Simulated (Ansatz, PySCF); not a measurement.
System: C$_{3}$H$_{8}$N, net charge 0, doublet state. It need not be the lowest isomer of its formula. 
Structure (B3LYP-D3(BJ)/def2-TZVP (Ansatz, a first-principles code) minimum search):
```
N
C 1 1.3788
H 2 1.0801 1 117.00
H 2 1.0801 3 119.24 1 150.39
C 1 1.4476 2 117.47 3 -176.23
H 5 1.0898 1 109.57 2 -43.98
H 5 1.0910 6 108.54 1 119.88
H 5 1.1002 6 108.27 7 117.56
C 1 1.4476 2 117.47 3 -32.71
H 9 1.0898 1 109.57 2 43.98
H 9 1.0910 10 108.54 1 -119.88
H 9 1.1002 10 108.27 11 -117.56
```
Charge 0, spin multiplicity 2.

Dipole moments at this geometry, in debye (magnitudes).

```csv
level,program,dipole (D)
BLYP/def2-TZVPD,PySCF,1.34
r2SCAN/def2-TZVPD,Ansatz,1.22
PBE0/def2-TZVPD,Ansatz,(withheld)
TPSSh/def2-TZVPD,PySCF,1.24
r2SCANh/def2-TZVPD,Ansatz,(withheld)
```

Fill in the missing entries.


- PBE0/def2-TZVPD, dipole (D): 1.23
- r2SCANh/def2-TZVPD, dipole (D): 1.19
